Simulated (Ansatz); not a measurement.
A nudged elastic band was laid between two geometries of B₂H₄N (7 atoms, charge 0, multiplicity 2).

Computed with Ansatz 0.2.0, UKS PBE/cc-pVDZ.

```json
{
 "movable images": "5",
 "climbing image": "yes",
 "spring": "5.0 eV/Å²",
 "optimiser": "quadratic models (default)",
 "start path": "IDPP",
 "force threshold": "0.05 eV/Å",
 "iteration limit": "60",
 "end points": "relaxed"
}
```

Initial state:

```xyz
7
Properties=species:S:1:pos:R:3
B -1.121 0.211 -0.750
N 0.008 -0.008 -0.005
B 1.139 -0.230 0.737
H -1.356 -0.475 -1.737
H -1.909 1.095 -0.437
H 1.513 0.596 1.560
H 1.788 -1.257 0.587
```

Final state:

```xyz
7
Properties=species:S:1:pos:R:3
B -1.121 0.211 -0.752
N 0.009 -0.009 -0.007
B 1.138 -0.230 0.738
H -1.051 0.785 -1.831
H -2.214 -0.163 -0.346
H 2.181 0.356 0.475
H 1.118 -1.017 1.677
```

Question: What changes between the two ends?

Answer: No bond is made or broken.  The two ends are copies of one structure, up to a mirror image or an exchange of like atoms.

Question: Give the energies along the band, and the barrier.

Answer: The forces met the threshold. The highest image is number 3 of 0 to 6, 0.62 eV above the ends, which have the same energy within 2 meV. A vibrational analysis at the climbing image gives one clearly imaginary mode, 1572i cm⁻¹: a first-order saddle point.

```tsv
image	path coordinate (Å)	energy (eV)
0	0.00	0.00
1	0.47	0.04
2	0.93	0.24
3	1.40	0.62
4	1.86	0.24
5	2.32	0.04
6	2.79	0.00
```

Question: What is the geometry of the highest image?

Answer: 
```xyz
7
Properties=species:S:1:pos:R:3
B -1.101 0.209 -0.739
N -0.012 -0.005 -0.020
B 1.166 -0.237 0.756
H -1.119 0.122 -1.971
H -2.187 0.507 -0.232
H 1.907 0.697 1.006
H 1.408 -1.361 1.155
```

Question: What are the harmonic wavenumbers there?

Answer: 1572i, 215, 222, 547, 754, 860, 911, 930, 965, 1196, 1696, 2369, 2375, 2503, 2586 cm⁻¹.

The band took 33 iterations and about 5 core-minutes.

Time of the run: 5 min on 1 thread of Arm Neoverse V1 (shared host), peak memory 0.22 GiB.
